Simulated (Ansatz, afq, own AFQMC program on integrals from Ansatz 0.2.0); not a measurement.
Two steps: Ansatz 0.2.0 writes the Fock matrix and Cholesky factors of the valence space, and afq projects on them the lowest state that overlaps trial and start.

```yaml
crystal:
  periodic: [false, false, false]
  atoms:
    - {symbol: Al, position_ang: [0.000000, 0.000000, 1.181000]}
    - {symbol: Al, position_ang: [0.000000, 0.000000, -1.181000]}
    - {symbol: H, position_ang: [0.000000, 1.353331, 2.024815]}
    - {symbol: H, position_ang: [0.000000, -1.353331, 2.024815]}
    - {symbol: H, position_ang: [0.000000, 1.353331, -2.024815]}
    - {symbol: H, position_ang: [0.000000, -1.353331, -2.024815]}
basis:
  gaussian: {orbitals: 6-31G}
magnetization: {spin_polarized: false}
correlation: {method: ccsd_t, electrons: outside_noble_gas, hamiltonian_folder: ham}
```

```sh
$ ansatz run in.yaml --threads 1 --pin off --events-out ev --progress --plain --max-ram 1382MiB
```

afq runs on the folder ham with

```
--method free --trial cisd --walkers 190 --time-step 0.03 --max-blocks 80 --target-error 0.00038 --factor-cut 1e-05 --seed 5491 --times 0,0.21,0.42,0.81,1.2,1.8,2.4,3 --taylor-order 8
```

Times are imaginary, in 1/Eh. The walk had a cap of 519 s.

```
orbitals 24  electrons 5 5  factors 169 of 404
reference energy -486.03344602 Eh
CCSD correlation -0.09913238 Eh in 10 cycles, weight of the determinant in the CISD state 0.9186
repeat  energy at the last time / Eh  error
    10  -486.134581  0.000106
    20  -486.134561  0.000101
    30  -486.134466  0.000074
time / (1/Eh)  energy / Eh  error  mean overlap
  0.00  -486.132613  0.000063  1.0888
  0.21  -486.133175  0.000069  1.0878
  0.42  -486.133592  0.000059  1.0890
  0.81  -486.134015  0.000053  1.0902
  1.20  -486.134318  0.000049  1.0815
  1.80  -486.134405  0.000068  1.0843
  2.40  -486.134490  0.000077  1.0873
  3.00  -486.134476  0.000072  1.0929
energy -486.134476 +/- 0.000072 Eh
```

(1) Estimate how long the walk took on 1 thread of Arm Neoverse N1, with other jobs on the host.

The run passed its tests (error under three times the target), which doesn't prove that it has relaxed.

Against this walk (error 2.0 meV) on the same determinant: CCSD(T) 12.7 meV higher, CCSDT(Q) 4.9 meV lower, CCSDTQ 5.5 meV lower. The error is statistical, and a free projection of finite length keeps a remainder of its start.

Cautions: remainder of the start not in the error.

## Answers

(1) 95 s of wall time.

CCSDT and higher add their correlation energy to the determinant of the CCSD(T) run, since their own runs factorise the integrals more tightly (a shift of under 2 meV). A walk keeps the symmetry of its determinant, which the program's search chose and which needn't be the lowest solution, so a lower state of the same spin and another symmetry isn't excluded.
